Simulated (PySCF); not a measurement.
1,2-difluoroethane, C₂H₄F₂.
SMILES with atom numbers: `[F:1][CH2:2][CH2:3][F:4]` (hydrogens: H5, H6 on C2; H7, H8 on C3)

Computed, not measured: core-valence-separated Tamm–Dancoff BHandHLYP/aug-pcX-1 (pcseg-1 on H) in PySCF, non-relativistic, gas phase, PBE0-D3(BJ)/def2-SVP geometry. Absolute energies from this functional tend to lie a few eV below measured edges; no shift was applied.

List the carbon K-edge absorption lines.

```json
{"E (eV)": "287.12", "f": "0.1095", "core hole on": "C2/C3", "main final orbital": "spread (2 roots, f summed)"}
{"E (eV)": "287.91", "f": "0.0375", "core hole on": "C2/C3", "main final orbital": "LUMO (2 roots, f summed)"}
{"E (eV)": "288.32", "f": "0.0685", "core hole on": "C2/C3", "main final orbital": "LUMO+2 (2 roots, f summed)"}
{"E (eV)": "289.31", "f": "0.0062", "core hole on": "C2/C3", "main final orbital": "LUMO+1 (2 roots, f summed)"}
{"E (eV)": "289.55", "f": "0.0025", "core hole on": "C2/C3", "main final orbital": "spread (2 roots, f summed)"}
```

The first line with a tenth or more of the strongest one's intensity is at 287.12 eV (f = 0.109, sum of 2), with the hole on C2/C3 (sp3 C–F carbon). It is also the strongest listed.

Give energies, oscillator strengths and core holes at the F K edge.

```csv
E (eV),f,core hole on,main final orbital
685.46,0.0585,F1/F4,"spread (2 roots, f summed)"
686.68,0.0119,F1/F4,"LUMO (2 roots, f summed)"
687.30,0.0044,F1/F4,"LUMO+1 (2 roots, f summed)"
687.65,0.0157,F1/F4,"LUMO+2 (2 roots, f summed)"
687.72,0.0053,F1/F4,"LUMO+2 (2 roots, f summed)"
```

The first line with a tenth or more of the strongest one's intensity is at 685.46 eV (f = 0.058, sum of 2), with the hole on F1/F4 (alkyl fluorine). It is also the strongest listed.

Roots within 0.03 eV whose holes lie on the same, on equivalent or on shared atoms are summed into one line, and the highest roots are left out, as the search may have cut off their partners. Final orbitals are the ground state's empty Kohn–Sham orbitals.

What is the summed oscillator strength of the listed C K lines, and their intensity-weighted mean energy?

Σf = 0.224 over 5 lines from 287.12 to 289.55 eV; the weighted mean is 287.71 eV. The strongest line holds 49 % of the sum.

The list ends where the root search ended, not at a threshold.

The run took 14 s wall on one thread of an Intel Xeon at 2.50 GHz, shared host with 64 logical CPUs at a one-minute load of 46, and the process peaked at 0.55 GiB of memory.

Conformer computed: `[F:1][CH2:2][CH2:3][F:4]`: F1–C2–C3–F4 69°.

One conformer stands for the species.
